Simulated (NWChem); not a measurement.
Everything below was run with NWChem. System: AlCl3, charge 0, spin multiplicity 1, at a geometry optimised with PBE/def2-SVP. The structure started from a generated list of species. Level: CR-CCSD(T)/6-311G** (spherical d), 20 core orbitals frozen.

Job file:

```
start mol
memory heap 100 mb stack 700 mb global 1900 mb
geometry units angstroms nocenter noautoz
  Al     0.000000     0.000000    -0.000003
  Cl     0.000000     0.000000     2.093685
  Cl     1.813196     0.000000    -1.046841
  Cl    -1.813196     0.000000    -1.046841
  symmetry group C2v
end
basis spherical
  * library 6-311g**
end
scf
  rhf
  nopen 0
  maxiter 100
  thresh 1e-7
  semidirect memsize 60000000 filesize 0
end
tce
  freeze core 20
  cr-ccsd(t)
  2eorb
  2emet 13
  thresh 1e-6
  maxiter 100
  tilesize 24
end
task tce energy
```

NWChem printed:

```
             Northwest Computational Chemistry Package (NWChem) 7.3.0
             --------------------------------------------------------

                                NWChem Input Module
                                -------------------

 Scaling coordinates for geometry "geometry" by  1.889725989
 (inverse scale =  0.529177249)

 Turning off AUTOSYM since
 SYMMETRY directive was detected!

                             Geometry "geometry" -> ""
                             -------------------------

 Output coordinates in angstroms (scale by  1.889725989 to convert to a.u.)

  No.       Tag          Charge          X              Y              Z
 ---- ---------------- ---------- -------------- -------------- --------------
    1 Al                  13.0000     0.00000000     0.00000000    -0.00000300
    2 Cl                  17.0000     0.00000000     0.00000000     2.09368500
    3 Cl                  17.0000     1.81319600     0.00000000    -1.04684100
    4 Cl                  17.0000    -1.81319600     0.00000000    -1.04684100

 Effective nuclear repulsion energy (a.u.)     294.0886890180

            Nuclear Dipole moment (a.u.)
            ----------------------------
        X                 Y               Z
 ---------------- ---------------- ----------------
     0.0000000000     0.0000000000     0.0000226767

      Symmetry information
      --------------------

 Group name             C2v
 Group number             16
 Group order               4
 No. of unique centers     3

      Symmetry unique atoms

     1    2    3


 Summary of "ao basis" -> "" (spherical)
 ------------------------------------------------------------------------------
       Tag                 Description            Shells   Functions and Types
 ---------------- ------------------------------  ------  ---------------------
 *                          6-311g**                  on all atoms

 Summary of "ao basis" -> "ao basis" (spherical)
 ------------------------------------------------------------------------------
       Tag                 Description            Shells   Functions and Types
[...]
      Number of processors :     1
         Wavefunction type : Restricted Hartree-Fock
          No. of electrons :    64
           Alpha electrons :    32
            Beta electrons :    32
           No. of orbitals :   208
            Alpha orbitals :   104
             Beta orbitals :   104
        Alpha frozen cores :    20
         Beta frozen cores :    20
     Alpha frozen virtuals :     0
      Beta frozen virtuals :     0
         Spin multiplicity : singlet
    Number of AO functions :   104
       Number of AO shells :    48
        Use of symmetry is : on
      Symmetry adaption is : on
         Schwarz screening : 0.10D-09

          Correlation Information
          -----------------------
          Calculation type : Coupled-cluster singles & doubles w/ perturbation
   Perturbative correction : Completely renormalized (T)
            Max iterations :      100
        Residual threshold : 0.10D-05
     T(0) DIIS level shift : 0.00D+00
     L(0) DIIS level shift : 0.00D+00
     T(1) DIIS level shift : 0.00D+00
     L(1) DIIS level shift : 0.00D+00
     T(R) DIIS level shift : 0.00D+00
     T(I) DIIS level shift : 0.00D+00
   CC-T/L Amplitude update :  5-th order DIIS
                I/O scheme : Global Array Library
        L-threshold :  0.10D-05
        EOM-threshold :  0.10D-05
 no EOMCCSD initial starts read in
 TCE RESTART OPTIONS
 SLICE:      F
 D4D5:       F
 quantumc:   F
 qrotation:  F
 pwtce:      F
 qducc:      F
 nacto:                         0
 nrotv:                         0
 nrot:                          0

            Memory Information
            ------------------
          Available GA space size is     249025984 doubles
          Available MA space size is     104853044 doubles

 Maximum block size supplied by input
 Maximum block size        24 doubles

 tile_dim =     21

 -------------------------------------------------

 Global array virtual files algorithm will be used

 Parallel file system coherency ......... OK

 4-electron integrals stored in orbital form

 v2    file size   =          2861135
 4-index algorithm nr.  13 is used
 imaxsize =       30
 imaxsize ichop =        0


CCSD iterations
 ---------------------------------------------------------
 Iter          Residuum       Correlation     Cpu    Wall
 ---------------------------------------------------------
    1   0.1368292101204  -0.4559263094110     0.8     0.8
    2   0.0349928727072  -0.4847151720530     0.6     0.6
    3   0.0111387799939  -0.4903300238354     0.8     0.8
    4   0.0040039696223  -0.4917337145960     0.8     0.8
    5   0.0015187127501  -0.4922286582187     0.6     0.6
    6   0.0003428177073  -0.4924668751750     0.7     0.7
    7   0.0001572239985  -0.4924781404957     0.8     0.8
    8   0.0000692741117  -0.4924828021589     0.6     0.6
    9   0.0000384234846  -0.4924839385028     0.7     0.7
   10   0.0000196006844  -0.4924850389031     0.7     0.7
   11   0.0000033357940  -0.4924859102518     0.6     0.6
   12   0.0000012442145  -0.4924860945893     0.7     0.7
   13   0.0000005925340  -0.4924861244004     0.6     0.6
 -----------------------------------------------------------------
 Iterations converged
 CCSD correlation energy / hartree =        -0.492486124400417
 CCSD total energy / hartree       =     -1621.158767446081811

 Singles contributions

 Doubles contributions
 CR-CCSD(T)

 CR-CCSD[T]  correction energy / hartree =        -0.010263120869443
 CR-CCSD[T] correlation energy / hartree =        -0.502749245269860
 CR-CCSD[T] total energy / hartree       =     -1621.169030566951278
 CR-CCSD(T)  correction energy / hartree =        -0.009919429266171
 CR-CCSD(T) correlation energy / hartree =        -0.502405553666588
 CR-CCSD(T) total energy / hartree       =     -1621.168686875347930

 Task  times  cpu:       61.4s     wall:       61.4s

 Total times  cpu:       61.4s     wall:       61.4s
```
